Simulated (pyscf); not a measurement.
Elementary routes open to H₂N–SiH₃ (SMILES N[SiH3]) + H• (SMILES [H]) in the gas phase (doublet surface):
A. H₂N–SiH₂• (SMILES N[SiH2]) + H₂ (SMILES [H][H]) (H–Si broken; H–H formed)
B. SiH₃• (SMILES [SiH3]) + NH₃ (SMILES N) (N–Si broken; H–N formed)
C. •HN–SiH₃ (SMILES [NH][SiH3]) + H₂ (SMILES [H][H]) (H–N broken; H–H formed)

PySCF, gas phase, ωB97X-D3(BJ)/def2-SVP geometries.

Q: Rank the routes by free-energy barrier at 1200 K, lowest first, for ωB97M-D3(BJ)/def2-TZVP energies (ideal gas, 1 atm, RRHO with modes under 100 cm⁻¹ raised to 100, one conformer, R ln 2 for chiral ones without a mode under 150 cm⁻¹).

A: A (28.3 kcal/mol), C (43.4 kcal/mol), B (46.8 kcal/mol)

Route A is the fastest of these, ahead of the next by 15.1 kcal/mol. The most stable products are those of A (ΔG = -16.4 kcal/mol), so kinetics and thermodynamics agree. At 298 K A is still the fastest. B: On the product side the descent ends in a complex, 4.2 kcal/mol under the separated species and 26.7 kcal/mol under the saddle at ωB97X-D3(BJ)/def2-TZVP. Only these routes are compared; each barrier is that of the saddle found, and lower ones may exist.
